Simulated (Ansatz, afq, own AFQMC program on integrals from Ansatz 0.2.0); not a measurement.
AFQMC on a folder of integrals that Ansatz 0.2.0 wrote.

```yaml
crystal:
  periodic: [false, false, false]
  atoms:
    - {symbol: Si, position_ang: [-1.601160, 0.000000, 0.000000]}
    - {symbol: H, position_ang: [-2.096032, 1.399708, 0.000000]}
    - {symbol: H, position_ang: [-2.096031, -0.699854, 1.212183]}
    - {symbol: H, position_ang: [-2.096032, -0.699854, -1.212182]}
    - {symbol: H, position_ang: [0.042840, 0.000000, 0.000000]}
    - {symbol: N, position_ang: [2.505924, 0.000000, 0.000000]}
    - {symbol: C, position_ang: [1.345840, 0.000000, 0.000000]}
basis:
  gaussian: {orbitals: cc-pVDZ}
magnetization: {spin_polarized: true, initial_magnetization: 1}
correlation: {method: ccsd_t, electrons: outside_noble_gas, hamiltonian_folder: ham}
```

```sh
$ ansatz run in.yaml --threads 1 --pin off --events-out ev --progress --plain --max-ram 24576MiB --backend cuda --devices 0, --max-vram 18GiB
```

afq runs on the folder ham with

```
--method phaseless --trial hf --walkers 4000 --populations 20 --least-time 40 --time-step 0.005 --steps-per-block 20 --equilibration-blocks 112 --max-blocks 4000 --target-error 0.0012000 --factor-cut 1e-05 --start spin_pure --seed 7679 --taylor-order 6
```

Times are imaginary, in 1/Eh. The walk had a cap of 65 s. With eight or more populations the least sampling time is a fifth of least-time, and the error comes from their spread.

afq prints:

```
orbitals 59  electrons 9 8  factors 454 of 624
reference energy -383.45470804 Eh
CCSD correlation -0.42403481 Eh in 13 cycles, weight of the determinant in the CISD state 0.7863
energy of the start -383.463105 Eh
 block  time / (1/Eh)  mean weight  energy / Eh
     1     0.100  1.0017  -383.561920
     2     0.200  1.0031  -383.633820
     3     0.300  1.0027  -383.688662
     4     0.400  1.0025  -383.728785
     5     0.500  1.0026  -383.762869
     8     0.800  1.0014  -383.821666
    11     1.100  1.0004  -383.847491
    41     4.100  1.0001  -383.904074
    71     7.100  1.0001  -383.901566
   101    10.100  1.0000  -383.903055
   131    13.100  1.0003  -383.900187
   161    16.100  1.0000  -383.887512
   191    19.100  1.0006  -383.901521
   221    22.100  1.0002  -383.892314
   251    25.100  0.9995  -383.892038
   271    27.100  1.0005  -383.915050
   281    28.100  1.0004  -383.906109
   311    31.100  1.0000  -383.898630
   341    34.100  1.0001  -383.902801
   371    37.100  1.0006  -383.903360
   391    39.100  0.9999  -383.883433
   401    40.100  1.0001  -383.888660
   411    41.100  1.0000  -383.902818
error from the spread of 20 populations
energy -383.897829 +/- 0.001155 Eh
(rows thinned)
```

The run passed its tests (sampling time, drift between the halves within three errors, error under three times the target), which doesn't prove that it has relaxed.

Against this walk (error 31.4 meV) on the same determinant: CCSD(T) 91.6 meV higher, CCSDT(Q) 1.2 meV higher (within the noise), a separate phaseless walk with a CISD trial and standard settings 17.0 ± 32.1 meV higher (within the noise). The error is statistical and leaves out the bias of the constraint. The determinant has ⟨S²⟩ = 0.96, so the low cluster orders mix in higher spin (the high orders can go on to a lower state of that spin), while the walk starts as a pure doublet. None of these is a sure reference here.

Cautions: constraint bias not in the error; unrestricted determinant spin contaminated (⟨S²⟩ 0.96 against 0.75).

The walk took 62 s on 1 × NVIDIA H100 80GB HBM3 with 2 threads of AMD EPYC 7R13 Processor (Zen 3), on a shared host (the card was shared). The log's last line is the phaseless energy.

CCSDT and higher add their correlation energy to the determinant of the CCSD(T) run, since their own runs factorise the integrals more tightly (a shift of under 2 meV). A walk keeps the symmetry of its determinant, which the program's search chose and which needn't be the lowest solution, so a lower state of the same spin and another symmetry isn't excluded.
